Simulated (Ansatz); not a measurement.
# C₄H₄F₂: a ladder of functionals and wavefunction methods

Aim: compute C₄H₄F₂ with functionals from several rungs and with coupled cluster. The yardstick is the atomisation energy at the CCSD(T) limit.

Computed with Ansatz 0.2.0, Gaussian basis. Level: functionals in def2-TZVPP, the program's frozen cores in correlated methods.

The runs, in order: LDA (SPW92), PBE-D4, revPBE-D4, BLYP-D4, r2SCAN-D4, B97M-V, PBE0-D4, B3LYP-D4, r2SCANh-D4, r2SCAN0-D4, HSE06-D4, BHLYP-D4, CAM-B3LYP-D4, LC-ωPBE, ωB97X-V, ωB97M-V, B2PLYP, PBE-QIDH; CCSD(T)/def2-SVP; CCSD(T)/def2-TZVPP; MP2/def2-QZVPP; extrapolation to the limit; RPA on PBE.

## 1. The geometry

The geometry comes from an earlier relaxation with PBE0-D4 in a triple-zeta def2 set; it is a stationary point, not always the lowest conformer.

SMILES `FC1=CC(F)C1`, 10 atoms, charge 0, spin multiplicity 1.

Atoms are counted from 1 here; the program's logs count them from 0.

Bond lengths: F1–C2 1.317 Å, C2–C3 1.329 Å, C2–C6 1.492 Å, C3–C4 1.502 Å, C3–H7 1.080 Å, C4–F5 1.379 Å, C4–C6 1.555 Å, C4–H8 1.093 Å, C6–H9 1.092 Å, C6–H10 1.091 Å. Angles: F1–C2–C3 133.2°, F1–C2–C6 128.4°, C3–C2–C6 98.4°, C2–C3–C4 90.3°, C2–C3–H7 136.2°, C4–C3–H7 133.5°, C3–C4–F5 115.6°, C3–C4–C6 88.7°, C3–C4–H8 116.1°, F5–C4–C6 113.9°, F5–C4–H8 107.3°, C6–C4–H8 114.6°, C2–C6–C4 82.5°, C2–C6–H9 116.9°, C2–C6–H10 115.8°, C4–C6–H9 116.5°, C4–C6–H10 112.6°, H9–C6–H10 110.2°.

## 2. LDA

This LDA is Slater exchange with PW92 correlation.

Input file in.yaml:

```yaml
crystal:
  periodic: [false, false, false]
  atoms:
    - {symbol: F, position_ang: [-1.390305, 0.159551, -1.942733]}
    - {symbol: C, position_ang: [-0.541078, 0.103794, -0.938172]}
    - {symbol: C, position_ang: [0.786508, 0.104708, -0.868348]}
    - {symbol: C, position_ang: [0.715450, -0.134037, 0.613293]}
    - {symbol: F, position_ang: [1.267182, 0.852583, 1.402915]}
    - {symbol: C, position_ang: [-0.835222, -0.067896, 0.514418]}
    - {symbol: H, position_ang: [1.603046, 0.184272, -1.570013]}
    - {symbol: H, position_ang: [1.109099, -1.090667, 0.966176]}
    - {symbol: H, position_ang: [-1.381427, -0.968400, 0.804654]}
    - {symbol: H, position_ang: [-1.250052, 0.804891, 1.020909]}
basis:
  gaussian: {orbitals: def2-TZVPP}
hamiltonian: {xc: lda}
output: {orbitals: {seedname: orbitals}}
```

The run is started by

```console
ansatz run in.yaml --threads 4 --pin off --events-out ev --progress --plain --max-ram 10444MiB
```

After this run come: PBE-D4 (GGA); revPBE-D4 (GGA); BLYP-D4 (GGA); r2SCAN-D4 (meta-GGA); B97M-V (meta-GGA); PBE0-D4 (hybrid); B3LYP-D4 (hybrid); r2SCANh-D4 (hybrid); r2SCAN0-D4 (hybrid); HSE06-D4 (hybrid); BHLYP-D4 (hybrid); CAM-B3LYP-D4 (range-separated); LC-ωPBE (range-separated); ωB97X-V (range-separated); ωB97M-V (range-separated); B2PLYP (double hybrid); PBE-QIDH (double hybrid); CCSD(T) in def2-SVP; CCSD(T) in def2-TZVPP; MP2 in def2-QZVPP; RPA on PBE orbitals.

Before running them: what should the planned runs give, taken together? Wanted: atomisation energy, CCSD(T)/CBS; farthest beyond LDA; mean size of error, GGA; mean size of error, meta-GGA; mean size of error, hybrid; mean size of error, range-separated; mean size of error, double hybrid; gap, smallest and largest; T1 diagnostic.

As calculated:

| quantity | value |
| --- | --- |
| atomisation energy, CCSD(T)/CBS | 4273.1 kJ/mol |
| functionals within 21.4 kJ/mol (0.5 %) | BLYP-D4, B3LYP-D4, r2SCANh-D4, ωB97X-V, PBE-QIDH |
| farthest beyond LDA | PBE-D4 (+191.7 kJ/mol) |
| mean size of error, GGA | 88.1 kJ/mol |
| mean size of error, meta-GGA | 29.1 kJ/mol |
| mean size of error, hybrid | 62.7 kJ/mol |
| mean size of error, range-separated | 32.2 kJ/mol |
| mean size of error, double hybrid | 24.9 kJ/mol |
| gap, smallest and largest | 5.51 eV (LDA (SPW92)), 12.94 eV (LC-ωPBE) |
| T1 diagnostic | 0.0118 |
| triples share of the correlation energy | 3.8 % |

In words: LDA overbinds by 785.0 kJ/mol (18 %). PBE-D4 misses by +191.7 kJ/mol. Double hybrids carry the basis error of their MP2 part in triple zeta, and no dispersion term here, so their miss is partly the set-up's. Taken by rung, double hybrid functionals do best (24.9 kJ/mol on average) and GGA ones worst beyond LDA (88.1 kJ/mol). The gap between the best rungs is small, so their order is not settled. Misses under about 21.4 kJ/mol are within the doubt on the reference itself, which lacks core-valence correlation, relativity and higher excitations. Hartree-Fock recovers 72 % of the binding; the rest is correlation. CCSD(T) in def2-SVP is off by -178.8 kJ/mol, worse than the median functional, from the basis alone. The gap grows from 5.5 to 12.9 eV across the functionals, mostly with the share of exact exchange.
